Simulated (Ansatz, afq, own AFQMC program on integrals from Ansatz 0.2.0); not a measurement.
## MgF⁻, triplet: AFQMC among the cluster methods

```xyz
2

F     0.0000    0.0000    0.0000
Mg    0.0000    0.0000    2.8820
```

Basis aug-cc-pVDZ. Noble-gas cores (and the filled d shells of Ga–Kr and In–Xe) are frozen. Ansatz 0.2.0 and our own AFQMC program on the same integrals; the CISD trial comes from CCSD amplitudes, and released means the phaseless constraint is let go. Error bars are statistical, one sigma.

Determinant: UHF, the one that the program's search chose, which needn't be the lowest solution. The geometry is a point of a scan.

No full CI on the walks' own integrals is used here; CCSDT(Q) serves as the reference and is uncertain by about the last step of the cluster series.

Cautions: lower spins were not checked.

- T1 diagnostic: 0.0276
- weight of the determinant in the CISD state: 0.919
- ⟨S²⟩ of the determinant: 2.000
- size of the correlated space: 10 electrons in 44 orbitals

```
  level  correlation energy (eV)
    MP2                  -6.5900
   CCSD                  -6.5702
CCSD(T)                  -6.7599
```

Problem. Estimate where phaseless AFQMC with a CISD trial lies against CCSD(T) on the same integrals.

Solution. 0.4 ± 1.8 kJ/mol above CCSD(T). The gap is under twice the noise, so this walk alone can't tell the two apart.

Reference: CCSDT(Q), correlation energy -6.793 eV. The released energy is read at 0.99 1/Eh, later times being too noisy (meV from the phaseless value at times in 1/Eh: 4 ± 41 at 0.24, -25 ± 34 at 0.51, -43 ± 36 at 0.99, 6 ± 51 at 1.62, -12 ± 92 at 2.40).

```tsv
level	E − E(reference) (kJ/mol)	share of correlation (%)
CCSD(T)	3.2	99.52
CCSDT	1.7	99.75
ph-AFQMC/HF	-12.5 ± 9.1	101.90
ph-AFQMC/CISD	3.5 ± 1.8	99.46
released AFQMC	-0.6 ± 3.4	100.09
```

A walk keeps the symmetry of its determinant, which the program's search chose and which needn't be the lowest solution, so a lower state of the same spin and another symmetry isn't excluded. Released energies are given only where the last usable release times agree within the noise; a slower fall can still hide under it.
